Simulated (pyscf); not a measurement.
Structures and frequencies: ωB97X-D3(BJ)/def2-SVP in PySCF.

### Question
What is the homolytic dissociation enthalpy (298 K, ωB97M-D3(BJ)/def2-TZVP) of the F–Nb bond of F–Nb(F)(F)(F)–F, to F• + [F–Nb(F)(F)–F]•?

### Answer
F–Nb to F• + [F–Nb(F)(F)–F]•: 497.1 kJ/mol. The 7 functionals that were run give +486.6 (M06-2X) to +549.4 kJ/mol (PBE). The radicals are drawn with the spin at the cut bond; how far it spreads was not checked. Left out: the spin-orbit lowering of F. Open-shell species with a d-block atom are single-reference here; other states, and whether the spin sits on metal or ligand, were not checked. Elements past Kr carry the def2 core potentials, without spin-orbit coupling.
